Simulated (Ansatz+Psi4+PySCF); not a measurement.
Results of a calculation; reference values are marked as such.
## PySCF 2.14.0 run

```python
from pyscf import gto, scf, mp

mol = gto.M(atom="""
O 0.000530 0.003220 0.674050
C 0.006210 -0.006780 -0.540540
H -0.009080 0.930240 -1.124670
H 0.002860 -0.930560 -1.132950
""", basis='cc-pvtz', charge=1, spin=1)
mf = scf.UHF(mol)
mf.kernel()
pt = mp.MP2(mf, frozen=2).run()
print(mf.e_tot, pt.e_corr, pt.e_tot)
```

The script is written out from the run's settings.

Output:

```
Converged                       : yes
Reference energy                : -113.56521 hartree
Correlation energy              : -0.32806 hartree
Total energy                    : -113.89327 hartree
Spin squared of the determinant : 0.786
```

Messages of the program:
```
WARN: HOMO -0.31709435627581 >= LUMO -0.31709435627581
WARN: HOMO -0.31709435627581 >= LUMO -0.31709435627581
```
